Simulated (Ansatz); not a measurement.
# Volume per atom of La (model structure, started from the beta-Sn type, I4₁/amd, No. 141, 2 atoms in the cell) at several levels of theory

No measured value is used here.

**Question.** Put these levels in order of the volume per atom that they give for La (model structure, started from the beta-Sn type, I4₁/amd, No. 141, 2 atoms in the cell), smallest first: PBE (Ansatz, a quantum-chemistry and plane-wave program), PBE-D3(BJ) (Ansatz), PBEsol (Ansatz), r²SCAN (Ansatz).

**Answer.** PBEsol (32.45 Å³/atom), PBE-D3(BJ) (32.99 Å³/atom), r²SCAN (35.22 Å³/atom), PBE (35.74 Å³/atom)

Ansatz's density-functional and Hartree–Fock values are scalar-relativistic unless marked +SOC, with PAW data made under PBE.

A model structure was made by putting elements into a prototype or built by hand; it is no filed structure, need not be a known phase, and can be a saddle point held by its symmetry.
